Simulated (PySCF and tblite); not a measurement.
Results of a calculation; reference values are marked as such.
C4H6O2, numbered as in [O:1]=[C:2]([OH:3])[CH:4]1[CH2:5][CH2:6]1.

Conformers came from 90 starts (ETKDG and KDG, MMFF94s, GFN2-xTB); geometries are PBE0-D3(BJ)/def2-SVP. Weights use PBE0-D3(BJ)/def2-TZVP (IEF-PCM, chloroform) energies plus GFN2-xTB zero-point and thermal terms (modes under about 100 cm⁻¹ blended into free rotors). Symmetry numbers and mirror images are counted. Conformers within 3 kcal/mol (GFN2-xTB free energy) were kept, 8 at most. GIAO shieldings: WP04/pcSseg-1 (IEF-PCM, chloroform). Shifts are against TMS (¹H), TMS (¹³C) at the same level. Programs: PySCF with density fitting and tblite.

Torsions listed: O1–C2–O3–H3, O3–C2–C4–C5.

| conformer | shape | symmetry | E(GFN2) kcal/mol | E(DFT) kcal/mol |
| --- | --- | --- | --- | --- |
| 1 | 0°, 147° | Cs | 0.00 | 0.00 |
| 2 | 0°, -37° | Cs | 0.52 | 0.84 |

How much do the weights at 298.15 K and the averaged shift of C4 depend on how the conformers are weighted?


```json
{"weighting": "DFT energy with thermal terms, symmetry and mirror images (full scheme)", "1 (%)": "84", "2 (%)": "16", "δ (ppm)": "16.6", "rms dipole (D)": "2.13"}
{"weighting": "DFT energy with symmetry and mirror images", "1 (%)": "80", "2 (%)": "20", "δ (ppm)": "16.7", "rms dipole (D)": "2.16"}
{"weighting": "bare DFT energy", "1 (%)": "80", "2 (%)": "20", "δ (ppm)": "16.7", "rms dipole (D)": "2.16"}
{"weighting": "GFN2-xTB energy with symmetry and mirror images", "1 (%)": "71", "2 (%)": "29", "δ (ppm)": "16.9", "rms dipole (D)": "2.22"}
{"weighting": "GFN2-xTB free energy", "1 (%)": "75", "2 (%)": "25", "δ (ppm)": "16.8", "rms dipole (D)": "2.19"}
{"weighting": "leading conformer alone", "1 (%)": "100", "2 (%)": "0", "δ (ppm)": "16.2", "rms dipole (D)": "2.01"}
{"weighting": "equal weights", "1 (%)": "50", "2 (%)": "50", "δ (ppm)": "17.4", "rms dipole (D)": "2.36"}
{"weighting": "full scheme, search stopped after three starts", "1 (%)": "100", "2 (%)": "0", "δ (ppm)": "16.2", "rms dipole (D)": "2.01"}
```

The largest departure from the full scheme, 0.8 ppm, comes with: equal weights.
